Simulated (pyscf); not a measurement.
trifluoromethyl (F–C•(F)–F) + hydrogen fluoride (HF) -> hydrogen fluoride (HF) + difluorocarbene (F–C:–F) [singlet] + F atom (F•), a concerted fragmentation (doublet surface; C–F, F–H broken, F–H formed). PySCF, gas phase, ωB97X-D3(BJ)/def2-SVP geometries. Energies in kJ/mol from the separated reactants.

Small-basis levels: PySCF, no dispersion term, spherical d functions. Open shells are spin-unrestricted. 

Quick HF/3-21G single points give ΔE‡ = 267.1 kJ/mol and ΔE = +247.2 kJ/mol. What does ωB97M-D3(BJ)/def2-TZVP give, and how far is the quick result from it?

ωB97M-D3(BJ)/def2-TZVP gives ΔE‡ = 370.4 kJ/mol and ΔE = +351.0 kJ/mol. HF/3-21G lies 103.3 kJ/mol under it in the barrier and 103.8 kJ/mol under it in the reaction energy, so on this step it does not hold to within 12.6 kJ/mol. ωB97M-D3(BJ)/def2-TZVP has limits of its own. The same reactants have a lower exit, to F–C(F)(F)–F + H• (barrier +200.2 kJ/mol at ωB97M-D3(BJ), against +370.4 kJ/mol here). This is the saddle that the search found; another between the same sides may lie lower. Left out: the spin-orbit lowering of F.
